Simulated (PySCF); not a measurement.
Predicted microwave data (wB97X-D/def2-SVPD in PySCF (dipole) on a GFN2-xTB geometry, gas phase) for one isomer of C5H12O:

```
Rotational constants : A = 4401, B = 2738, C = 2725 MHz
Dipole components    : |μa| = 0.11 D, |μb| = 1.28 D, |μc| = 0.00 D
Inertial defect      : -113.98 u·Å²
κ                    : -0.98
```

Problem. Which structure is it? (One computed conformer of each.)
A. tert-butyl methyl ether, `COC(C)(C)C`
B. `[CH3:1][CH:2]([CH3:3])[CH2:4][CH2:5][OH:6]` with C1–C2–C4–C5 173°, C2–C4–C5–O6 -175°, C4–C5–O6–H 56° (3-methyl-1-butanol)

Solution. A. It is COC(C)(C)C, a near-prolate asymmetric top, point group Cs. The candidates at the same level (rigid rotor, commonest isotopes):

```tsv
SMILES	A (MHz)	B (MHz)	C (MHz)	μa (D)	μb (D)	μc (D)	Δ (u·Å²)	point group	rotor
CC(C)CCO	6912	1740	1492	1.41	0.82	0.89	-24.94	C1	near-prolate asymmetric top
COC(C)(C)C	4401	2738	2725	0.11	1.28	0.00	-113.98	Cs	near-prolate asymmetric top
```

`CC(C)CCO` has A 57 % too high. In the right answer the mirror of this Cs structure is the ab plane, so μc vanishes by symmetry. No structure here is proved a minimum.
